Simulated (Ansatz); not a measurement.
System (SMILES): FCl (F-Cl).
Atoms: F1, Cl2. Bonds: F1-Cl2.

Basis-set convergence of the highest harmonic wavenumber at PBE0 with Ansatz (a first-principles code). Each level at its own minimum, finite differences of forces, unscaled; the reference is a large set that could be run, not a limit. Cartesian d functions, on some or all atoms, in 6-31G**, 6-311G**; all else is spherical. The program fits the integrals of some runs and decomposes those of others, by size. No added dispersion term, no relativity. Reference: the value in pcseg-3, 828 cm⁻¹, itself unsure by roughly 1 cm⁻¹ (its mean distance from def2-QZVPP, cc-pV(Q+d)Z, aug-pcseg-2). Deviations are taken from unrounded values.

```json
[
 {"basis": "STO-3G", "functions": "14", "highest harmonic wavenumber (cm⁻¹)": "904", "minus reference (cm⁻¹)": "76"},
 {"basis": "pcseg-0", "functions": "22", "highest harmonic wavenumber (cm⁻¹)": "747", "minus reference (cm⁻¹)": "-81"},
 {"basis": "def2-SVP", "functions": "32", "highest harmonic wavenumber (cm⁻¹)": "800", "minus reference (cm⁻¹)": "-28"},
 {"basis": "pcseg-1", "functions": "32", "highest harmonic wavenumber (cm⁻¹)": "794", "minus reference (cm⁻¹)": "-34"},
 {"basis": "6-31G**", "functions": "34", "highest harmonic wavenumber (cm⁻¹)": "820", "minus reference (cm⁻¹)": "-8"},
 {"basis": "cc-pV(D+d)Z", "functions": "37", "highest harmonic wavenumber (cm⁻¹)": "795", "minus reference (cm⁻¹)": "-33"},
 {"basis": "6-311G**", "functions": "45", "highest harmonic wavenumber (cm⁻¹)": "776", "minus reference (cm⁻¹)": "-52"},
 {"basis": "aug-pcseg-1", "functions": "50", "highest harmonic wavenumber (cm⁻¹)": "801", "minus reference (cm⁻¹)": "-27"},
 {"basis": "def2-SVPD", "functions": "50", "highest harmonic wavenumber (cm⁻¹)": "807", "minus reference (cm⁻¹)": "-21"},
 {"basis": "aug-cc-pV(D+d)Z", "functions": "55", "highest harmonic wavenumber (cm⁻¹)": "820", "minus reference (cm⁻¹)": "-8"},
 {"basis": "cc-pV(T+d)Z", "functions": "69", "highest harmonic wavenumber (cm⁻¹)": "826", "minus reference (cm⁻¹)": "-2"},
 {"basis": "6-311++G(3df,3pd)", "functions": "86", "highest harmonic wavenumber (cm⁻¹)": "821", "minus reference (cm⁻¹)": "-7"},
 {"basis": "def2-TZVPD", "functions": "86", "highest harmonic wavenumber (cm⁻¹)": "825", "minus reference (cm⁻¹)": "-3"},
 {"basis": "def2-TZVPPD", "functions": "91", "highest harmonic wavenumber (cm⁻¹)": "825", "minus reference (cm⁻¹)": "-3"},
 {"basis": "aug-cc-pV(T+d)Z", "functions": "101", "highest harmonic wavenumber (cm⁻¹)": "826", "minus reference (cm⁻¹)": "-2"},
 {"basis": "cc-pCVTZ", "functions": "102", "highest harmonic wavenumber (cm⁻¹)": "827", "minus reference (cm⁻¹)": "-1"},
 {"basis": "pcseg-3", "functions": "124", "highest harmonic wavenumber (cm⁻¹)": "828", "minus reference (cm⁻¹)": "0"},
 {"basis": "def2-QZVPP", "functions": "127", "highest harmonic wavenumber (cm⁻¹)": "826", "minus reference (cm⁻¹)": "-2"}
]
```
